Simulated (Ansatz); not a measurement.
The first iterations of a band of CH3 + H4Si (9 atoms, charge 0, multiplicity 2).

All numbers below come from UKS PBE/def2-SVP (Ansatz).

| Item | Value |
| --- | --- |
| movable images | 4 |
| climbing image | no |
| spring | 5.0 eV/Å² |
| optimiser | quadratic models (default) |
| start path | through a guess of the saddle point |
| force threshold | 0.05 eV/Å |
| iteration limit | 60 |
| end points | relaxed |

First end point:

```xyz
9
Properties=species:S:1:pos:R:3
Si 0.000 0.000 -0.410
H 0.000 0.000 1.095
H 1.416 0.000 -0.915
H -0.707 1.226 -0.915
H -0.708 -1.226 -0.915
C 0.000 0.000 3.973
H -0.593 -0.924 3.976
H 1.097 -0.052 3.976
H -0.504 0.976 3.976
```

Last end point:

```xyz
9
Properties=species:S:1:pos:R:3
Si 0.000 0.000 -0.776
H 0.000 0.000 2.554
H 1.435 0.000 -1.229
H -0.717 1.243 -1.229
H -0.717 -1.243 -1.229
C 0.000 0.000 3.661
H -0.564 -0.877 4.030
H 1.042 -0.049 4.030
H -0.478 0.927 4.030
```

| iteration | highest image above the first end (eV) | largest band force component (eV/Å) |
| --- | --- | --- |
| 1 | 0.172 | 2.410 |
| 2 | 0.150 | 2.026 |
| 3 | 0.843 | 7.151 |

Does the band converge within its limit, and where does its top end?

The forces met the threshold. It ended after 9 iterations with the highest image 0.084 eV above the first end. No image climbed, so the highest image needn't sit at the top of the path.

Run time: 39 s on 2 threads of Arm Neoverse V2 (shared host), peak memory 0.14 GiB.
